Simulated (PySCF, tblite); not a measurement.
# Nitric acid (HNO3): geometry, infrared bands, NMR shifts, spin-spin couplings, electronic excitations and core binding energies, part 2 of 2

tblite 0.8.0 and PySCF 2.14.0. Atoms count from 0. Earlier steps stand in the parts before.

## 9. Core holes by ΔSCF: SCAN, X2C

Job settings and geometry (Å):

```
{"job": {"kind": "xps"}, "charge": 0, "multiplicity": 1}
O     -0.320124     1.171498    -0.401916
N     -0.368702     0.129189     0.191447
O     -1.167451    -0.266480     0.974258
O      0.656656    -0.753419    -0.068423
H      1.207714    -0.280749    -0.714645
```

Method: delta-SCF UKS SCAN, pcX-2 on the ionised atom, pcseg-1 elsewhere, spin-free X2C.

The program printed:

```text
ground state, core basis on atom 0 (O), 92 functions
  cycle   1  E = -280.69484422  |g| = 1.24e+00
  cycle   2  E = -279.89549510  |g| = 2.52e+00
  cycle   3  E = -280.94081206  |g| = 3.25e-01
  cycle   4  E = -280.94850838  |g| = 2.62e-01
  cycle   5  E = -280.95928167  |g| = 1.09e-01
  cycle   6  E = -280.96136221  |g| = 3.39e-02
  cycle   7  E = -280.96160211  |g| = 5.64e-03
  cycle   8  E = -280.96160772  |g| = 8.93e-04
  cycle   9  E = -280.96160781  |g| = 9.45e-05
  E(ground) = -280.97336024 Eh
hole in O 1s of atom 0
  cycle   1  E = -260.29181162  |g| = 2.22e+00
  cycle   2  E = -258.72075336  |g| = 2.83e+00
  cycle   3  E = -260.50250385  |g| = 1.23e+00
  cycle   4  E = -260.89482069  |g| = 7.48e-01
  cycle   5  E = -261.02223033  |g| = 4.36e-01
  cycle   6  E = -261.09287058  |g| = 1.60e-01
  cycle   7  E = -261.10286701  |g| = 3.57e-02
  cycle   8  E = -261.10332208  |g| = 7.41e-03
  cycle   9  E = -261.10334875  |g| = 1.83e-03
  cycle  10  E = -261.10335184  |g| = 7.06e-04
  cycle  11  E = -261.10335300  |g| = 3.04e-04
  E(ion) = -261.11585588 Eh   <S^2> = 0.7672   hole on atom = 1.000   binding energy = 540.350 eV
ground state, core basis on atom 1 (N), 92 functions
  cycle   1  E = -280.95890612  |g| = 1.15e-01
  cycle   2  E = -280.94838238  |g| = 2.47e-01
  cycle   3  E = -280.95965106  |g| = 6.06e-02
  cycle   4  E = -280.96001292  |g| = 4.65e-02
  cycle   5  E = -280.96039562  |g| = 5.38e-03
  cycle   6  E = -280.96040218  |g| = 1.69e-03
  cycle   7  E = -280.96040055  |g| = 1.58e-04
  E(ground) = -280.97202315 Eh
hole in N 1s of atom 1
  cycle   1  E = -265.06066122  |g| = 1.86e+00
  cycle   2  E = -263.69474694  |g| = 2.66e+00
  cycle   3  E = -265.60021796  |g| = 6.38e-01
  cycle   4  E = -265.65319509  |g| = 4.26e-01
  cycle   5  E = -265.56550486  |g| = 6.08e-01
  cycle   6  E = -265.71917076  |g| = 1.37e-01
  cycle   7  E = -265.72653881  |g| = 5.37e-02
  cycle   8  E = -265.72773618  |g| = 8.28e-03
  cycle   9  E = -265.72778036  |g| = 3.04e-03
  cycle  10  E = -265.72779288  |g| = 1.14e-03
  cycle  11  E = -265.72779621  |g| = 6.38e-04
  cycle  12  E = -265.72779552  |g| = 6.24e-04
  cycle  13  E = -265.72779871  |g| = 5.08e-04
  cycle  14  E = -265.72780117  |g| = 4.50e-04
  E(ion) = -265.73708582 Eh   <S^2> = 0.7787   hole on atom = 1.000   binding energy = 414.564 eV
ground state, core basis on atom 3 (O), 92 functions
  cycle   1  E = -280.96257361  |g| = 1.04e-01
  cycle   2  E = -280.96106420  |g| = 1.03e-01
  cycle   3  E = -280.96225284  |g| = 6.74e-02
  cycle   4  E = -280.96300716  |g| = 1.94e-02
  cycle   5  E = -280.96307354  |g| = 4.53e-03
  cycle   6  E = -280.96307679  |g| = 1.95e-03
  cycle   7  E = -280.96307867  |g| = 4.66e-04
  E(ground) = -280.97523141 Eh
hole in O 1s of atom 3
  cycle   1  E = -260.25275901  |g| = 2.22e+00
  cycle   2  E = -258.92884700  |g| = 2.68e+00
  cycle   3  E = -260.54947831  |g| = 1.17e+00
  cycle   4  E = -260.95170895  |g| = 5.79e-01
  cycle   5  E = -261.03498364  |g| = 2.62e-01
  cycle   6  E = -261.04003490  |g| = 2.36e-01
  cycle   7  E = -261.06311089  |g| = 2.14e-02
  cycle   8  E = -261.06331045  |g| = 4.92e-03
  cycle   9  E = -261.06332980  |g| = 2.01e-03
  cycle  10  E = -261.06333374  |g| = 6.99e-04
  cycle  11  E = -261.06333348  |g| = 2.49e-04
  E(ion) = -261.07717388 Eh   <S^2> = 0.7730   hole on atom = 1.000   binding energy = 541.454 eV
```

Wall time 3.5 s (1 thread, shared host).

Binding energies by hole, beside the orbital energy of the ground state; the difference holds orbital relaxation and, for a density functional, its self-interaction error:

| hole | stands for | environment | ΔSCF (eV) | −ε (eV) | ⟨S²⟩ |
| --- | --- | --- | --- | --- | --- |
| O1s on O0 | O0, O2 | oxygen bonded to N | 540.35 | 518.4 | 0.767 |
| N1s on N1 | N1 | nitro nitrogen | 414.56 | 394.5 | 0.779 |
| O1s on O3 | O3 | N–OH oxygen | 541.45 | 519.5 | 0.773 |

Each hole run stands for the others of its class of like atoms.

## 10. Run by run: NMR shifts

Shifts (ppm), means over like atoms, with basis size and wall time:

| run | H4 | O0 | O3 | N1 | functions | time |
| --- | --- | --- | --- | --- | --- | --- |
| PBE0/pcSseg-1 | 8.86 | 503.0 | 370.0 | 354.6 | 73 | 1.8 s |
| CAM-B3LYP/pcSseg-2 | 9.41 | 508.5 | 367.4 | 373.0 | 158 | 5.1 s |

## 11. What came out

The summary covers parts 1 to 2.

| quantity | value |
| --- | --- |
| strongest single infrared mode (GFN2-xTB) | 1860 cm⁻¹, 665 km/mol |
| zero-point energy (GFN2-xTB) | 15.9 kcal/mol |
| point group | Cs |
| rotational constants (main isotopes) | 13.31, 12.47, 6.44 GHz |
| ¹H shifts against TMS (PBE0/pcSseg-1) | 8.86 ppm |
| ¹⁷O shifts against H2O (PBE0/pcSseg-1, means over atoms taken as alike) | 503.0, 370.0 ppm |
| ¹⁵N shifts against NH3 (PBE0/pcSseg-1) | 354.6 ppm |
| largest coupling of the table (B3LYP/pcJ-1) | ¹J(O,H) O3–H4, -65.6 Hz |
| lowest singlet (CAM-B3LYP/def2-SVPD) | 4.90 eV (253 nm), f = 0.000 |
| brightest single state of those computed | state 3, 7.47 eV, f = 0.164 |
| lowest triplet | 4.30 eV |
| vertical ionisation energy (ΔSCF) | 12.75 eV |
| vertical electron affinity (ΔSCF) | -0.14 eV (unbound: the value hangs on the basis) |
| O1s binding energies, SCAN/pcX-2 | O3 541.45, O0 540.35 eV |
| N1s binding energies, SCAN/pcX-2 | N1 414.56 eV |
| range of the shift of N1 | 354.6 to 373.0 ppm |

**Reading.** Relaxing lowered the energy by 0.336 eV in 12 steps; the close pair that moved most is N1–O2, from 1.221 to 1.175 Å (GFN2-xTB). All 9 modes are real, so the xTB geometry is a minimum. The strongest single mode, at 1860 cm⁻¹, moves mainly N1. Unscaled tight-binding wavenumbers are off by several per cent, some by more. Its intensities can rank the bands wrongly. Relaxing lowered the energy by 0.064 eV in 9 steps; the close pair that moved most is O0–N1, from 1.185 to 1.200 Å (PBE0/def2-SVP). At PBE0/pcSseg-1: Shielding is most anisotropic at O3 (span 579 ppm, paramagnetic term -426 ppm). Of the pairs tabulated at B3LYP/pcJ-1, O3–H4 couples most strongly (-65.6 Hz; Fermi contact -58.4 Hz). The first singlet state (HOMO→LUMO 0.99) lies at 4.90 eV and is dark; of the 10 states computed, the strongest absorption comes from state 3 at 7.47 eV (the last state computed is bright too, and its partners may lie past the list). The lowest triplet lies 0.60 eV below the lowest singlet (triplets in Tamm-Dancoff, singlets in full TDDFT). The orbital energy would give 11.24 eV for ionisation, ΔSCF gives 12.75 eV. The dipole moment, 2.47 D, compares with 2.17 D measured. O3 (N–OH oxygen) binds its O1s electron 1.10 eV more tightly than O0 (oxygen bonded to N).
